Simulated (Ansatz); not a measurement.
Two shapes of singlet C₄H₁₀.

Shape 1:

```xyz
14

H     0.0000    0.0000    1.1000
C     0.0000    0.0000    0.0000
C     1.4560    0.0000   -0.4701
C    -0.7280    1.2609   -0.4701
C    -0.7280   -1.2609   -0.4701
H     1.4865    0.0000   -1.5597
H     1.9601    0.8898   -0.0931
H     1.9601   -0.8898   -0.0931
H    -0.7432    1.2873   -1.5597
H    -1.7507    1.2526   -0.0931
H    -0.2094    2.1424   -0.0931
H    -0.7432   -1.2873   -1.5597
H    -0.2094   -2.1424   -0.0931
H    -1.7507   -1.2526   -0.0931
```

Shape 2:

```xyz
14

H    -0.0190    0.0427    1.0822
C     0.0239    0.0405   -0.0169
C     1.4890   -0.0253   -0.4424
C    -0.7537    1.2907   -0.4393
C    -0.7456   -1.2502   -0.5157
H     1.4984    0.0422   -1.5356
H     2.0037    0.8816   -0.1161
H     1.9554   -0.8417   -0.1060
H    -0.7351    1.2784   -1.5112
H    -1.7471    1.2118   -0.0643
H    -0.1989    2.0941   -0.0855
H    -0.7350   -1.3243   -1.5271
H    -0.2205   -2.1450   -0.0444
H    -1.7859   -1.2494   -0.0577
```

Basis set: 6-31G* (spherical functions). Correlated methods keep 4 orbitals frozen. Charge 0, multiplicity 1.

Computed with Ansatz (development build ahead of 0.2.0); each method stands on the lowest determinant of its kind that the runs found.

Problem. Which shape is lower in energy, and by how much in each method?

Solution.

| method | E(2) − E(1) (eV) |
| --- | --- |
| RHF | 0.644 |
| RHF-MP2 | 0.670 |

Shape 1 is lower.
